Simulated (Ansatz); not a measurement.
# C2HFO: small, medium and large basis sets

Aim: see how fast density functionals converge with the basis set for C2HFO.

Computed with Ansatz 0.2.0, Gaussian basis. Level: one geometry, several basis sets.

The runs, in order: PBE0-D4/def2-SVP; ωB97M-V/def2-SVP; PBE0-D4/def2-QZVPP; ωB97M-V/def2-QZVPP; the functionals' def2-TZVPP values are taken from earlier runs.

## 1. Structure used throughout

The geometry comes from an earlier relaxation with PBE0-D4 in a triple-zeta def2 set; it is a stationary point.

SMILES `O=C=CF`, 5 atoms, charge 0, spin multiplicity 1.

Atoms are counted from 1 here; the program's logs count them from 0.

Bond lengths: O1–C2 1.159 Å, C2–C3 1.316 Å, C3–F4 1.346 Å, C3–H5 1.079 Å. Angles: O1–C2–C3 178.0°, C2–C3–F4 120.6°, C2–C3–H5 121.6°, F4–C3–H5 117.8°.

## 2. PBE0-D4 in def2-SVP

The input, in.yaml:

```yaml
crystal:
  periodic: [false, false, false]
  atoms:
    - {symbol: O, position_ang: [0.655559, -1.319672, 1.315604]}
    - {symbol: C, position_ang: [0.280083, -0.546635, 0.538284]}
    - {symbol: C, position_ang: [-0.115043, 0.360843, -0.328898]}
    - {symbol: F, position_ang: [-1.117790, 0.097454, -1.187304]}
    - {symbol: H, position_ang: [0.346992, 1.334409, -0.379084]}
basis:
  gaussian: {orbitals: def2-SVP}
hamiltonian: {xc: pbe0, dispersion: d4}
output: {orbitals: {seedname: orbitals}}
```

Started as:

```
ansatz run in.yaml --threads 2 --pin off --events-out ev --progress --plain --max-ram 4352MiB
```

After this run come: ωB97M-V in def2-SVP; PBE0-D4 in def2-QZVPP; ωB97M-V in def2-QZVPP.

Before running them: what should the planned runs give, taken together? Wanted: PBE0-D4: double and triple zeta above quadruple; ωB97M-V: double and triple zeta above quadruple.

**Answer**, as computed:

```
                                       quantity          value
PBE0-D4: double and triple zeta above quadruple  8.50, 0.36 eV
ωB97M-V: double and triple zeta above quadruple  8.70, 0.34 eV
```

In words: PBE0-D4 gains 8.14 eV from double to triple zeta, then 0.36 eV more. These are total energies; as a rule much of such shifts cancels in differences, which this series doesn't test.
